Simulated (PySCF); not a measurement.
Compound: 3-fluoropropan-1-amine, C3H8FN.
Structure used (GFN2-xTB), in Å, numbered top down from 1:
```
atom  x, y, z in Å
N1     1.442   -0.822    0.176
C2     0.799    0.231   -0.594
C3    -0.409    0.769    0.174
C4    -1.479   -0.300    0.331
F5    -2.107   -0.525   -0.873
H6     2.181   -1.258   -0.365
H7     1.859   -0.438    1.018
H8     0.456   -0.205   -1.536
H9     1.474    1.071   -0.834
H10   -0.830    1.624   -0.358
H11   -0.097    1.095    1.168
H12   -2.261    0.007    1.034
H13   -1.032   -1.249    0.639
```

Vertical excitations from PySCF (density fitting, frozen core in the response, grid level 2 and gas phase unless stated; continuum runs use non-equilibrium linear response for the excitations) on a GFN2-xTB geometry. Reference run:

| settings | S1, eV (f) | S2, eV (f) | S3, eV (f) | S4, eV (f) | S5, eV (f) | S6, eV (f) | T1, eV (Tamm–Dancoff) | mean α (au) |
| --- | --- | --- | --- | --- | --- | --- | --- | --- |
| PBE0/def2-SVPD, full TDDFT, 6 singlets | 6.33 (0.010) | 7.32 (0.002) | 7.48 (0.055) | 7.73 (0.006) | 8.14 (0.008) | 8.59 (0.002) | 6.03 | 48.5 |

Q: What do these settings give: (1) HCTH407/def2-SVPD, TDA, 3 singlets; (2) PBE/ANO-RCC-VDZP, level shift 0.3 Eh, energy threshold 1e-07 Eh, full TDDFT, 3 singlets?

A: 
| settings | S1, eV (f) | S2, eV (f) | S3, eV (f) | S4, eV (f) | S5, eV (f) | S6, eV (f) | T1, eV (Tamm–Dancoff) | mean α (au) |
| --- | --- | --- | --- | --- | --- | --- | --- | --- |
| HCTH407/def2-SVPD, TDA, 3 singlets | 5.44 (0.009) | 6.17 (0.000) | 6.40 (0.046) | – | – | – | 5.49 | 50.4 |
| PBE/ANO-RCC-VDZP, level shift 0.3 Eh, energy threshold 1e-07 Eh, full TDDFT, 3 singlets | 5.07 (0.006) | 5.85 (0.002) | 6.11 (0.043) | – | – | – | – | 45.0 |

(1) S1 moves by -0.89 eV; functional and response scheme change together, so the shift can't be laid on one. (2) S1 moves by -1.26 eV; functional and basis change together, so the shift can't be laid on one. States are counted by energy in each run and needn't keep their character from row to row.

ANO-RCC sets were contracted for a scalar-relativistic Hamiltonian, but ran non-relativistically here.

Q: Give the leading configurations of S1 (H = HOMO, L = LUMO) and the HOMO–LUMO gap of each run.

A: 
```
                                                                               settings  S1 configurations (weight)  S1 (eV)  orbital gap (eV)  S1 − gap (eV)
                                                 PBE0/def2-SVPD, full TDDFT, 6 singlets                    H→L 0.94     6.33              7.74          -1.41
                                                     HCTH407/def2-SVPD, TDA, 3 singlets                    H→L 1.00     5.44              5.38          +0.06
PBE/ANO-RCC-VDZP, level shift 0.3 Eh, energy threshold 1e-07 Eh, full TDDFT, 3 singlets                    H→L 1.00     5.07              5.01          +0.06
```

One conformer stands for the species.
